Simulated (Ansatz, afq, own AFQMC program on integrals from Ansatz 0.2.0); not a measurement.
## SiBr, doublet: AFQMC among the cluster methods

```xyz
2

Si   -0.7166    0.2844   -0.3584
Br    0.0039   -1.8292   -0.1911
```

Basis def2-TZVP. Noble-gas cores (and the filled d shells of Ga–Kr and In–Xe) are frozen. Ansatz 0.2.0 and our own AFQMC program on the same integrals; the CISD trial comes from CCSD amplitudes, and released means the phaseless constraint is let go. Uncertainties: one standard error, sampling alone. No spin–orbit coupling.

Determinant: UHF, the one that the program's search chose, which needn't be the lowest solution. The geometry is a PBE0/def2-SVP stationary point of this or a neighbouring charge and spin state.

No full CI on the walks' own integrals is used here; CCSDT(Q) serves as the reference and is uncertain by about the last step of the cluster series.

Cautions: no relativity below Rb; no spin-orbit coupling; inner d shell frozen; the released energies have errors that jump between times, so the bars are unsure, so no released level is given (meV from the phaseless value at times in 1/Eh: 0 ± 3 at 0.24, -5020 ± 5019 at 0.51, -9 ± 3 at 0.99, -23 ± 10 at 1.62, -7 ± 5 at 2.40), though the last usable value meets CCSDT(Q) within the noise.

- T1 diagnostic: 0.0195
- weight of the determinant in the CISD state: 0.860
- ⟨S²⟩ of the determinant: 0.775
- size of the correlated space: 11 electrons in 66 orbitals

```tsv
level	correlation energy (eV)
MP2	-6.3113
CCSD	-7.1089
CCSD(T)	-7.4343
```

Q: Estimate where phaseless AFQMC with a CISD trial lies against CCSD(T) on the same integrals.

A: 0.78 ± 0.09 kcal/mol below CCSD(T).

Reference: CCSDT(Q), correlation energy -7.484 eV.

```json
{"level": "CCSD(T)", "E − E(reference) (kcal/mol)": "1.14", "share of correlation (%)": "99.34"}
{"level": "CCSDT", "E − E(reference) (kcal/mol)": "0.40", "share of correlation (%)": "99.77"}
{"level": "ph-AFQMC/HF", "E − E(reference) (kcal/mol)": "0.24 ± 0.59", "share of correlation (%)": "99.86"}
{"level": "ph-AFQMC/CISD", "E − E(reference) (kcal/mol)": "0.36 ± 0.09", "share of correlation (%)": "99.79"}
```

A walk keeps the symmetry of its determinant, which the program's search chose and which needn't be the lowest solution, so a lower state of the same spin and another symmetry isn't excluded.
